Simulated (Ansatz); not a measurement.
System (SMILES): C=O (CH2-O).
Atoms: O1, C2, H3, H4. Bonds: O1-C2, C2-H3, C2-H4.

Basis-set convergence of the highest harmonic wavenumber at HF with Ansatz (a program for electronic structure). Each level at its own minimum, finite differences of forces, unscaled; the reference is a large set that could be run, not a limit. Cartesian d functions, on some or all atoms, in 6-31G*, 6-31G**; all else is spherical. The program fits the integrals of some runs and decomposes those of others, by size. No added dispersion term, no relativity. Reference: the value in aug-pcseg-2, 3165 cm⁻¹, itself unsure by roughly 9 cm⁻¹ (its mean distance from aug-cc-pVTZ, def2-TZVPPD).

| basis | functions | highest harmonic wavenumber (cm⁻¹) |
|---|---|---|
| STO-3G | 12 | 3645 |
| 6-31G | 22 | ___ |
| def2-SV(P) | 32 | 3215 |
| 6-31G* | 34 | ___ |
| def2-SVP | 38 | 3196 |
| 6-31G** | 40 | 3195 |
| 6-311G** | 48 | 3160 |
| def2-SVPD | 59 | 3187 |
| aug-cc-pVDZ | 64 | ___ |
| aug-pcseg-1 | 64 | 3188 |
| 6-311++G(2d,2p) | 74 | ___ |
| cc-pVTZ | 88 | 3152 |
| def2-TZVPP | 90 | 3156 |
| def2-TZVPD | 95 | 3156 |
| jun-cc-pV(T+d)Z | 106 | 3154 |
| def2-TZVPPD | 111 | 3157 |
| aug-cc-pVTZ | 138 | 3155 |
| aug-pcseg-2 | 138 | 3165 |

### Question
Fill in the missing entries.

### Answer

- 6-31G, highest harmonic wavenumber (cm⁻¹): 3299
- 6-31G*, highest harmonic wavenumber (cm⁻¹): 3231
- aug-cc-pVDZ, highest harmonic wavenumber (cm⁻¹): 3184
- 6-311++G(2d,2p), highest harmonic wavenumber (cm⁻¹): 3167
